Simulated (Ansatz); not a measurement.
## Worked example: vertical ionisation energy of CH2P2 (SMILES P#CP)

CH2P2 has 5 atoms, charge 0, and is taken as a singlet. As SMILES, `P#CP`. The shape is that of a GFN2-xTB optimisation.

Both states at this one shape; open shells run unrestricted unless said. 1 Eh = 27.2114 eV.

```
         level  program  singlet CH2P2 (Eh)  doublet [CH2P2]+ (Eh)
  SVWN5/STO-3G   Ansatz         -710.802137            -710.564024
  B3LYP/STO-3G   Ansatz         -713.746111            -713.504508
  HSE06/STO-3G   Ansatz         -713.435206            -713.193536
wB97M-V/STO-3G   Ansatz         -713.801155            -713.559312
```

Question: Work out the vertical ionisation energy at each level.

Answer: 
1. SVWN5/STO-3G: -710.564024 − (-710.802137) = 0.238113 Eh = 6.48 eV.
2. B3LYP/STO-3G: -713.504508 − (-713.746111) = 0.241603 Eh = 6.57 eV.
3. HSE06/STO-3G: -713.193536 − (-713.435206) = 0.241670 Eh = 6.58 eV.
4. wB97M-V/STO-3G: -713.559312 − (-713.801155) = 0.241843 Eh = 6.58 eV.

No measured value is set beside it here; the levels span 6.48 to 6.58 eV. Minimal sets are far from the basis-set limit.
